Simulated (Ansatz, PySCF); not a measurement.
Potential energy curve for BeH, doublet.

Computed with: UCCSD(T) = CCSD(T) on UHF/cc-pVDZ, frozen core run with Ansatz (a program for electronic structure); UKS-LDA (SVWN5)/6-31G* = unrestricted LDA (SVWN5)/6-31G*, spherical d (PySCF); UKS-BP86/6-31G* = unrestricted BP86/6-31G*, spherical d (PySCF).

Total energies in hartree (comparable only within one method and basis):

```tsv
R / Å	UCCSD(T)	UKS-LDA (SVWN5)/6-31G*	UKS-BP86/6-31G*
1.09	-15.16040	-14.98352	-15.21735
1.14	-15.17131	-14.99464	-15.22825
1.23	-15.18321	-15.00704	-15.24029
1.28	-15.18655	-15.01067	-15.24374
1.33	-15.18810	-15.01252	-15.24542
1.36	-15.18831	-15.01292	-15.24573
1.39	-15.18808	-15.01286	-15.24558
1.43	-15.18715	-15.01217	-15.24477
1.51	-15.18362	-15.00911	-15.24150
1.57	-15.17988	-15.00570	-15.23796
1.66	-15.17310	-14.99937	-15.23147
1.83	-15.15854	-14.98534	-15.21723
2.07	-15.13903	-14.96506	-15.19697
2.22	-15.12961	-14.95382	-15.18593
2.47	-15.12015	-14.93926	-15.17184
2.73	-15.11657	-14.92961	-15.16273
2.96	-15.11579	-14.92451	-15.15816
3.26	-15.11577	-14.92074	-15.15515
3.71	-15.11599	-14.91816	-15.15349
4.08	-15.11609	-14.91723	-15.15303
4.73	-15.11613	-14.91655	-15.15281
5.37	-15.11613	-14.91636	-15.15278
```

The unrestricted determinant behind UCCSD(T) is spin-contaminated at 2.07 to 5.37 Å (<S²> up to 1.0, against 0.75 for a pure doublet).
